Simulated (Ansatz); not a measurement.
`C=C=C(F)CN` → 4 C• + F• + 6 H• + N•  (atomization)

Program: Ansatz. Geometries: PBE0-D4/def2-TZVP. ΔE: electronic, gas phase. CCSD(T)/CBS is the MP2 limit (def2-TZVPP, def2-QZVPP) plus CCSD(T) − MP2 in def2-TZVPP, frozen cores. This one scheme is used for every species, atoms too. No spin–orbit coupling; open shells (•) take unrestricted orbitals. Spin–orbit coupling would lower the free atoms: a little for C, F. One conformer a species, not always the lowest.

| species | CCSD(T)/CBS(def2) energy (Eh) |
| --- | --- |
| `C=C=C(F)CN` | -310.23056 |
| C• | -37.79194 |
| F• | -99.66871 |
| H• | -0.50000 |
| N• | -54.53257 |

Question: Work out ΔE.

Answer: ΔE = 6 × (-0.50000) + 4 × (-37.79194) + (-99.66871) + (-54.53257) − (-310.23056) = 1.86152 Eh = +50.65 eV.

Largest T1 diagnostic among the species: 0.012.

From PBE to PBE0 (25 % exact exchange), in def2-TZVPP and without D4, ΔE moves by −1.36 eV: exact exchange takes away binding that semilocal exchange gives to molecules. The D4 term adds +0.34 eV with B3LYP and +0.18 eV with PBE0; it sums over pairs of atoms, weighted by their polarisabilities, and B3LYP, whose exchange is more repulsive, gets the larger term.

B3LYP here is the variant with VWN-RPA as its local correlation; programs differ in this.

For atomizations the MP2-based limit and the directly extrapolated one differ by several kJ/mol either way, and by 10 to 25 for some Ge, Se and Sn compounds, so smaller differences from it don't rank the levels.
